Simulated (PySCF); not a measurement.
## H2SO, singlet: molecular constants

All numbers come from PBE0 in PySCF with S def2-TZVP, O def2-TZVP, H def2-TZVP; no relativity; density-fitted integrals.

The structure is a minimum.

| Property | Result |
| --- | --- |
| Point group | Cs |
| Bond lengths | S–H 1.382 Å (×2), S–O 1.476 Å |
| Bond angles | H–S–H 87.1°, H–S–O 108.8° (×2) |
| Entropy at 298.15 K and 1 bar | 239.4 J/(mol K) |
| Enthalpy at 298.15 K above 0 K | 10.18 kJ/mol |
| Atomisation energy without zero-point energy | 1030 kJ/mol |
| Rotational symmetry number | 1 |
| Dipole moment | 3.33 D |
| Zero-point energy | 55.3 kJ/mol |
| Highest occupied level | -7.40 eV |
| Principal polarisabilities | 18.4, 22.2, 29.1 bohr³ |
| Rotational constants | 5.154, 0.6364, 0.6273 cm⁻¹ |
| Principal quadrupole moments (Buckingham, traceless) about the centre of mass | -3.49, 1.19, 2.31 D Å |
| Lowest empty level | 0.03 eV |
| Heat capacity Cp at 298.15 K | 37.9 J/(mol K) |

Harmonic modes (masses in u: S 31.972, O 15.995, H 1.008):
```json
{"symmetry": "a''", "ω (cm⁻¹)": "1001", "IR (km/mol)": "0.1", "type": "bend"}
{"symmetry": "a'", "ω (cm⁻¹)": "1072", "IR (km/mol)": "4.9", "type": "bend"}
{"symmetry": "a'", "ω (cm⁻¹)": "1149", "IR (km/mol)": "135", "type": "mixed"}
{"symmetry": "a'", "ω (cm⁻¹)": "1243", "IR (km/mol)": "5.2", "type": "bend"}
{"symmetry": "a''", "ω (cm⁻¹)": "2391", "IR (km/mol)": "80.6", "type": "stretch"}
{"symmetry": "a'", "ω (cm⁻¹)": "2391", "IR (km/mol)": "109", "type": "stretch"}
```

Charges (e):
| atom | Mulliken | Löwdin | polar tensor | Mayer order to S1 |
| --- | --- | --- | --- | --- |
| S1 | 0.27 | 0.40 | 0.85 | – |
| O2 | -0.51 | -0.45 | -0.66 | 1.71 |
| H3,4 | 0.12 | 0.02 | -0.09 | 0.89 |

Mulliken populations on S1: s 5.75, p 9.45, d 0.50, f 0.04.

Outer orbital energies (eV). occupied: -28.88, -20.29, -13.75, -12.86, -11.35, -8.49, -7.40; empty: 0.03, 0.26, 0.43, 4.94.

Counting electrons, sulfur keeps 2 of its valence electrons outside its bonds, so the VSEPR class is AX3E1 and the expected shape is trigonal pyramidal; with unlike ligands the computed point group is Cs.

This need not be the most stable arrangement of these atoms.

The final relaxation and frequency run took about 40 core-seconds on a shared host.
